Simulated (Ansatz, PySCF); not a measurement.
Dimer: CH4 (SMILES C) (first 5 atoms) with CH4 (SMILES C); geometry from S22 set.
(charge 0, multiplicity 1):
```json
[
 {"atom": "C", "x (Å)": "0.0000", "y (Å)": "-0.0001", "z (Å)": "1.8592"},
 {"atom": "H", "x (Å)": "-0.8886", "y (Å)": "0.5131", "z (Å)": "1.4947"},
 {"atom": "H", "x (Å)": "0.8886", "y (Å)": "0.5131", "z (Å)": "1.4947"},
 {"atom": "H", "x (Å)": "0.0000", "y (Å)": "-1.0263", "z (Å)": "1.4949"},
 {"atom": "H", "x (Å)": "0.0000", "y (Å)": "0.0001", "z (Å)": "2.9483"},
 {"atom": "C", "x (Å)": "0.0000", "y (Å)": "0.0001", "z (Å)": "-1.8592"},
 {"atom": "H", "x (Å)": "0.0000", "y (Å)": "-0.0001", "z (Å)": "-2.9483"},
 {"atom": "H", "x (Å)": "-0.8886", "y (Å)": "-0.5131", "z (Å)": "-1.4947"},
 {"atom": "H", "x (Å)": "0.8886", "y (Å)": "-0.5131", "z (Å)": "-1.4947"},
 {"atom": "H", "x (Å)": "0.0000", "y (Å)": "1.0263", "z (Å)": "-1.4949"}
]
```

Interaction energies are E(AB) − E(A) − E(B) at the monomers' geometry in the complex; basis-set methods are counterpoise corrected. Rows marked so take none.

Rows in 6-311+G** carry no dispersion term and start afresh at each structure.

Programs: Ansatz (Gaussian orbitals); PySCF for 6-311+G** rows, the dispersion terms. Each number belongs to the level named beside it.

One of these levels gives -0.83 kcal/mol for the interaction energy. Name it.
A. BLYP-D3(BJ)/def2-TZVPPD
B. SVWN5/def2-TZVPPD
C. B3LYP/6-311+G** (no counterpoise)

B, SVWN5/def2-TZVPPD. The others give -0.38 (BLYP-D3(BJ)/def2-TZVPPD), 0.39 (B3LYP/6-311+G** (no counterpoise))

Ansatz is a program for electronic structure.
